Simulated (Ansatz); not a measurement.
# CHGeSi: competing structures and spins

Ansatz 0.2.0, basis cc-pVDZ; geometries are PBE0/def2-TZVP minima. Wave-function levels freeze the cores with the filled d shells of p-block atoms; HF, MP2 and coupled cluster are restricted for singlets and unrestricted otherwise, restricted open-shell where a d shell is frozen, Kohn–Sham unrestricted where that lies lower. The reference is CCSDT(Q) (coupled cluster only where its series has nearly closed). Semilocal and hybrid functionals correlate all electrons outside any core potential and usually lie nearer their basis limit than the reference, so part of their error here is the reference's basis and frozen-core error; RPA and the MP2 part of double hybrids freeze the same cores as the reference. None of these values is a measured one. Energies are electronic, without zero-point terms. No spin–orbit coupling and no scalar relativity. The set is small: such energies can lie up to about 0.3 eV from the limit, spin gaps mostly less, so near ties and functionals' places can change in larger sets. The species are chosen: bound, without strong static correlation by their natural occupations or amplitudes, and with a ladder that closes on the reference, so errors are smaller than for species at large; levels whose determinant breaks symmetry or spin markedly are left out.

A. doublet; C–Ge 1.911, C–Si 1.736, Si–Ge 2.504, C–H 1.085, angles at Ge 44°, angles at C 87/126/147°, angles at Si 50°. Coordinates (Å): C 0.000 -1.092 -0.723; Ge 0.000 0.079 0.788; Si 0.000 0.342 -1.703; H 0.000 -2.177 -0.698
B. quartet; C–Ge 2.088, C–Si 1.744, Si–Ge 2.391, C–H 1.081, angles at Ge 45°, angles at C 77/130/153°, angles at Si 58°. Coordinates (Å): C 0.000 -1.167 -0.919; Ge 0.000 0.052 0.777; Si 0.000 0.446 -1.581; H 0.000 -2.245 -1.005

Q: From bonding and spin, estimate the order of these in energy at CCSDT(Q), each at its own geometry.

A: At CCSDT(Q), above the lowest of those listed: A (0.0 kJ/mol), B (236.3 kJ/mol).

```
   level  B less A (kJ/mol)
CCSDT(Q)              236.3
      HF              218.5
    CCSD              238.9
 CCSD(T)              237.7
   CCSDT              236.9
     PBE              243.2
  r2SCAN              237.3
   B3LYP              254.7
 wB97M-V              261.9
```

Every level shown puts the same form lowest.

The geometries are PBE0's, not this basis's own minima.
